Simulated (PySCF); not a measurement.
Molecule (SMILES): [SiH2] (SiH2) (closed-shell singlet).
Geometry (B3LYP-D3(BJ)/def2-TZVP, fixed):
```xyz
3

Si     0.0052     0.0009     0.1327
H     -0.0342     1.0849    -0.9366
H     -0.0389    -1.0973    -0.9218
```

How fast the isotropic shielding of H2 converges with the basis for several methods (PySCF): deviation from each method's own reference, in ppm. References: HF 18.51 ppm, the value in pcSseg-3; PBE 16.09 ppm, the value in pcSseg-3; PBE0 16.49 ppm, the value in pcSseg-3. All functions are spherical. No added dispersion term, no relativity. GIAO; atoms are numbered in the order shown.

```json
[
 {"basis": "STO-3G", "functions": "11", "HF": "5.05", "PBE": "5.31", "PBE0": "5.17"},
 {"basis": "6-31+G*", "functions": "26", "HF": "-0.11", "PBE": "0.47", "PBE0": "0.37"},
 {"basis": "6-31G**", "functions": "28", "HF": "-0.73", "PBE": "-0.58", "PBE0": "-0.57"},
 {"basis": "pcSseg-1", "functions": "34", "HF": "-0.64", "PBE": "-0.37", "PBE0": "-0.39"},
 {"basis": "aug-cc-pV(D+d)Z", "functions": "50", "HF": "-0.38", "PBE": "-0.34", "PBE0": "-0.33"},
 {"basis": "def2-TZVPD", "functions": "61", "HF": "0.06", "PBE": "0.15", "PBE0": "0.12"},
 {"basis": "cc-pV(T+d)Z", "functions": "67", "HF": "-0.05", "PBE": "0.01", "PBE0": "0.01"},
 {"basis": "pcSseg-2", "functions": "71", "HF": "-0.22", "PBE": "-0.17", "PBE0": "-0.16"},
 {"basis": "aug-pcseg-2", "functions": "96", "HF": "-0.01", "PBE": "0.01", "PBE0": "0.02"},
 {"basis": "pcseg-3", "functions": "130", "HF": "0.03", "PBE": "0.01", "PBE0": "0.01"},
 {"basis": "def2-QZVPP", "functions": "130", "HF": "0.05", "PBE": "0.08", "PBE0": "0.07"},
 {"basis": "pcSseg-3", "functions": "142", "HF": "0.00", "PBE": "0.00", "PBE0": "0.00"}
]
```

Mean absolute deviation over def2-TZVPD, cc-pV(T+d)Z, pcSseg-2, aug-pcseg-2: PBE0 0.08, HF 0.08, PBE 0.09 ppm.
